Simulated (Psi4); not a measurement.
# BH3S (SMILES BS): TPSS/def2-TZVP

What is the vertical ionisation energy of BH3S at TPSS/def2-TZVP? 

The results are computed with Psi4 1.11.

## 1. The structure to begin with

BH3S has 5 atoms, charge 0, and is taken as a singlet. As SMILES, `BS`. The coordinates come from a PBE0-D4/def2-TZVP relaxation.

Bond lengths: B1–S2 1.765 Å, B1–H3 1.192 Å, B1–H4 1.190 Å, S2–H5 1.344 Å. Angles: B1–S2–H5 99.2°, S2–B1–H3 115.8°, S2–B1–H4 121.4°, H3–B1–H4 122.7°.

## 2. Energy and gradient at TPSS/def2-TZVP

bh3s.xyz

```xyz
5
BH3S
B     -0.392100    -0.421000     0.088100
S      0.161700     1.236900    -0.154300
H     -1.562900    -0.556400     0.264200
H      0.367100    -1.337600     0.074200
H      1.476100     1.004400    -0.313600
```

run_ase.py

```python
import numpy as np
from ase.calculators.psi4 import Psi4
from ase.io import read

a = read('bh3s.xyz')
calc = Psi4(atoms=a, method='tpss', basis='def2-TZVP', memory='1600MB', num_threads=1, charge=0, multiplicity=1, label='calc', reference='rks')
calc.psi4.set_options({'puream': True, 'e_convergence': 1e-09, 'd_convergence': 1e-08, 'scf_type': 'pk', 'dft_radial_points': 99, 'dft_spherical_points': 590})
a.calc = calc

forces = a.get_forces()
print(f'energy: {a.get_potential_energy():.6f} eV')
print('forces / eV A^-1')
print(np.round(forces, 5))
```

Command:

```
$ python run_ase.py
```

calc.dat:

```text
[...]
  Running in c1 symmetry.
[...]
  Nuclear repulsion =   43.070548964180006
[...]
  Multiplicity = 1
[...]
  Nalpha       = 12
  Nbeta        = 12
[...]
    Number of basis functions: 86
[...]
   @RKS iter   1:  -424.72788551564884   -2.15157e-01   6.71374e-03 DIIS/ADIIS
[...]
   @RKS iter  11:  -424.91055061673376   -1.25056e-12   2.46395e-09 DIIS
[...]
    Orbital Energies [Eh]
    ---------------------
    Doubly Occupied:
       1A    -88.369930     2A     -7.752682     3A     -6.610842
       4A     -5.732147     5A     -5.726706     6A     -5.726424
       7A     -0.702527     8A     -0.468968     9A     -0.393736
      10A     -0.325575    11A     -0.295323    12A     -0.271566
[...]
  @RKS Final Energy:  -424.91055061673376
   => Energetics <=
    Nuclear Repulsion Energy =             43.0705489641800057
    One-Electron Energy =                -670.1437719481987187
    Two-Electron Energy =                 233.0605417194284996
    DFT Exchange-Correlation Energy =     -30.8978693521435765
    Empirical Dispersion Energy =           0.0000000000000000
    VV10 Nonlocal Energy =                  0.0000000000000000
    Total Energy =                       -424.9105506167337580
[...]
 Multipole Moments:
 ------------------------------------------------------------------------------------
     Multipole            Electronic (a.u.)      Nuclear  (a.u.)        Total (a.u.)
 ------------------------------------------------------------------------------------
 L = 1.  Multiply by 2.5417464519 to convert [e a0] to [Debye]
 Dipole X            :         -0.2341436            0.5944334            0.3602897
 Dipole Y            :          1.7989334           -1.7936679            0.0052656
 Dipole Z            :         -0.1471009            0.0965434           -0.0505575
 Magnitude           :                                                    0.3638578
[...]
  -Total Gradient:
     Atom            X                  Y                   Z
    ------   -----------------  -----------------  -----------------
       1        0.001963674816     0.004984128201    -0.000772123546
       2        0.000261121697    -0.004671365890     0.000430511729
       3       -0.000432582060    -0.000028779964     0.000063655103
       4        0.000305309651    -0.000275547896    -0.000014155005
       5       -0.002096246673    -0.000008048017     0.000291895850
[...]
```

On the terminal:

```text
energy: -11562.405019 eV
forces / eV A^-1
[[-0.10098 -0.25629  0.0397 ]
 [-0.01343  0.24021 -0.02214]
 [ 0.02224  0.00148 -0.00327]
 [-0.0157   0.01417  0.00073]
 [ 0.10779  0.00041 -0.01501]]
```

Run time: 18 s. Hardware: 1 thread of AMD EPYC 9R45 (Zen 5), shared host; peak memory 0.87 GiB.

## 3. The doublet cation: the energy at UTPSS/def2-TZVP

bh3s.json

```json
{
  "schema_name": "qcschema_input",
  "schema_version": 1,
  "molecule": {
    "schema_name": "qcschema_molecule",
    "schema_version": 2,
    "symbols": ["B", "S", "H", "H", "H"],
    "geometry": [-0.74096161, -0.7955747, 0.16648487, 0.30556871, 2.33740224, -0.29158474, -2.95345296, -1.05144362, 0.49926564, 0.69371846, -2.52769766, 0.14021768, 2.78942473, 1.89804092, -0.59261811],
    "molecular_charge": 1,
    "molecular_multiplicity": 2,
    "fix_symmetry": "c1",
    "fix_com": true,
    "fix_orientation": true
  },
  "driver": "energy",
  "model": {
    "method": "tpss",
    "basis": "def2-TZVP"
  },
  "keywords": {
    "reference": "uks",
    "puream": true,
    "e_convergence": 1e-09,
    "d_convergence": 1e-08,
    "scf_type": "pk",
    "dft_radial_points": 99,
    "dft_spherical_points": 590,
    "maxiter": 200,
    "scf_properties": ["MULLIKEN_CHARGES", "QUADRUPOLE", "DIPOLE"]
  }
}
```

Command:

```
$ psi4 --qcschema bh3s.json -n 1 --memory 1600MB
```

stdout (excerpt; [...] marks lines left out):

```text
[...]
  Running in c1 symmetry.
[...]
  Nuclear repulsion =   43.070549026987024
[...]
  Multiplicity = 2
[...]
  Nalpha       = 12
  Nbeta        = 11
[...]
    Number of basis functions: 86
[...]
   @UKS iter   1:  -424.38855485132416    1.24174e-01   5.20922e-03 ADIIS/DIIS
[...]
   @UKS iter  13:  -424.50755491604616   -1.70530e-12   3.41920e-09 DIIS
[...]
   @S^2 Observed:                7.554038988E-01
[...]
  @UKS Final Energy:  -424.50755491604616
   => Energetics <=
    Nuclear Repulsion Energy =             43.0705490269870239
    One-Electron Energy =                -662.6299593801206811
    Two-Electron Energy =                 225.6818174318409547
    DFT Exchange-Correlation Energy =     -30.6299619947534403
    Empirical Dispersion Energy =           0.0000000000000000
    VV10 Nonlocal Energy =                  0.0000000000000000
    Total Energy =                       -424.5075549160461605
[...]
 Multipole Moments:
 ------------------------------------------------------------------------------------
     Multipole            Electronic (a.u.)      Nuclear  (a.u.)        Total (a.u.)
 ------------------------------------------------------------------------------------
 L = 1.  Multiply by 2.5417464519 to convert [e a0] to [Debye]
 Dipole X            :         -1.2289581            1.7139815            0.4850234
 Dipole Y            :        -30.4643839           31.7394620            1.2750781
 Dipole Z            :          3.5755998           -3.7860663           -0.2104665
 Magnitude           :                                                    1.3803506
 L = 2.  Multiply by 1.3450342976 to convert [e a0^2] to [Debye ang]
 Quadrupole XX       :        -31.8744844           21.2240963          -10.6503881
 Quadrupole XY       :        -19.2087441           21.0215644            1.8128203
[...]
  Mulliken Charges: (a.u.)
   Center  Symbol    Alpha    Beta     Spin     Total
       1     B     2.53157  2.45708  0.07449  0.01135
       2     S     8.24604  7.29403  0.95201  0.45993
       3     H     0.43039  0.43426 -0.00387  0.13534
       4     H     0.42980  0.43160 -0.00180  0.13860
       5     H     0.36220  0.38302 -0.02082  0.25477
   Total alpha = 12.00000, Total beta = 11.00000, Total charge =  1.00000
[...]
```

The result, in JSON:

```text
{
 "driver": "energy",
 "model": {
  "method": "tpss",
  "basis": "def2-TZVP"
 },
 "success": true,
 "return_result": -424.50755491604616,
 "properties": {
  "calcinfo_nbasis": 86,
  "calcinfo_nmo": 86,
  "calcinfo_nalpha": 12,
  "calcinfo_nbeta": 11,
  "calcinfo_natom": 5,
  "nuclear_repulsion_energy": 43.070549026987024,
  "return_energy": -424.50755491604616,
  "scf_one_electron_energy": -662.6299593801207,
  "scf_two_electron_energy": 225.68181743184095,
  "scf_xc_energy": -30.62996199475344,
  "scf_dipole_moment": [0.48502343481553467, 1.2750780502214987, -0.21046645001828868],
  "scf_total_energy": -424.50755491604616,
  "scf_iterations": 13
 }
}
```

It took 29 s on 1 thread of AMD EPYC 9R45 (Zen 5), shared host; peak memory 0.85 GiB.

## 4. Summary of results

Level: TPSS/def2-TZVP.

| quantity | value |
| --- | --- |
| singlet BH3S: total energy | -424.91055 Eh |
| singlet BH3S: dipole moment | 0.92 D |
| singlet BH3S: HOMO energy | -7.39 eV |
| singlet BH3S: LUMO energy | -2.05 eV |
| singlet BH3S: HOMO–LUMO gap | 5.34 eV |
| singlet BH3S: largest force on an atom | 0.278 eV/Å |
| doublet cation: total energy | -424.50755 Eh |
| doublet cation: HOMO energy (highest over α and β) | -14.97 eV |
| doublet cation: LUMO energy (lowest over α and β) | -14.49 eV |
| doublet cation: ⟨S²⟩ | 0.755 |
| vertical ionisation energy (to the doublet cation) | 10.966 eV |

**Reading.** The vertical ionisation energy comes to 10.97 eV (1058 kJ/mol). The largest force (singlet BH3S) is 0.28 eV/Å: the shape isn't a stationary point for this species at this level. −ε(HOMO) before ionisation, 7.39 eV, is 3.58 eV below this ionisation energy.
